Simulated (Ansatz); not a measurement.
Fluorite CeO2, treated with PBE-D4 (PAW; Ansatz, a program for electronic structure).

Settings: plane-wave cutoff 520 eV, 12×12×12 k mesh, Fermi–Dirac smearing 0.01 eV, no spin polarisation, scalar-relativistic PAW data made under PBE.

Cell (relaxed at this level):

CeO$_{2}$ is taken in the cubic space group Fm-3m (No. 225), the fluorite structure, Pearson symbol cF12. Cell: a = b = c = 5.4301 Å, α = β = γ = 90.00°. Ce on 4a is coordinated by 8 O at 2.351 Å (cubic). O on 8c has 4 Ce at 2.351 Å (tetrahedral). (Neighbours: up to the widest gap in distance over summed covalent radii, below 1.35, at either atom; cation-cation and far metal-metal contacts left out.)
(The calculation used a cell of 3 atoms; values per cell refer to that cell.)

Question: What does this level give for the Γ–Γ gap, bulk modulus, band gap and smallest direct gap on the k points sampled?

Answer: 
* **Γ–Γ gap**: 2.87 eV
* **bulk modulus**: 181 GPa
* **band gap**: 1.95 eV
* **smallest direct gap on the k points sampled**: 2.03 eV

Measured, for comparison: band gap 3 eV (temperature not stated, not corrected to a static lattice, O 2p to Ce 4f, our sources range from 3.00 to 3.20; as tabulated in Tran et al. (2019), arXiv:1908.01820); bulk modulus 220 ± 9 GPa (room temperature, not corrected to a static lattice, our sources range from 220 to 230; as tabulated in High Pressure Brillouin Spectroscopy and X-ray Diffraction of Cerium Dioxide …). Computed (rounded) less measured: bulk modulus -18 % (-18 % to -21 % over the range).

Spin–orbit coupling is not included.

Static lattice: no zero-point or thermal effects.

Computing time: very roughly 60 core-seconds.
